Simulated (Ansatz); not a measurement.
**Scan of [OH···H···H], doublet**

Starting geometry:

| atom | x (Å) | y (Å) | z (Å) |
| --- | --- | --- | --- |
| O | -0.1399 | -0.0491 | 0.0000 |
| H | -0.3893 | 0.8775 | 0.0000 |
| H | 0.8196 | -0.0491 | 0.0000 |
| H | 1.7911 | -0.0491 | 0.0000 |

From there H3 is moved from one fragment to the other while all else, the fragments' distance too, stays fixed; atoms are numbered as listed. Energies are in kJ/mol, counted from the starting geometry at the same level.

Basis cc-pVDZ; Ansatz 0.2.0. Only valence electrons are correlated (noble-gas cores frozen). R marks a restricted (for open shells ROHF) determinant, U an unrestricted one. Active spaces: valence = (9e, 7o) chosen from the atoms' valence shells.

Runs in a small pair space aren't shown, since their orbitals change along the scan.

Full CI isn't at hand for all of this; UCCSDTQ serves as the reference, and is uncertain by about the last step of the cluster series. The frozen core follows each run's orbitals, which can shift R against U totals by a few meV.

```
distance O1-H3 (Å)  UCCSDTQ  error UHF  error RCCSD  error BCCD(T)  error UCCSDT  error NEVPT4(SD) (valence space)  error MRCISD (valence space)
             0.960      0.0        0.0          0.0            0.0           0.0                               0.0                           0.0
             0.992      0.4        4.3          0.5            0.1           0.0                               0.0                           0.3
             1.057      8.9        9.5          1.2            0.2           0.1                              -0.1                           0.7
             1.121     22.0        7.2          1.2            0.3           0.0                              -0.1                           0.9
             1.186     38.0       -2.8          0.2            0.2          -0.1                               0.2                           0.8
```

Errors are those of relative energies. In total energy the starting point itself misses UCCSDTQ by: UHF 589.6, RCCSD 11.7, BCCD(T) 1.9, UCCSDT 1.2, NEVPT4(SD) (valence space) 6.3, MRCISD (valence space) 20.3 kJ/mol.

Spread of the error over the points with a reference, to 1.186 Å (largest less smallest): UCCSDT 0.2, BCCD(T) 0.3, NEVPT4(SD) (valence space) 0.3, MRCISD (valence space) 0.9, RCCSD 1.2, UHF 12.3 kJ/mol.
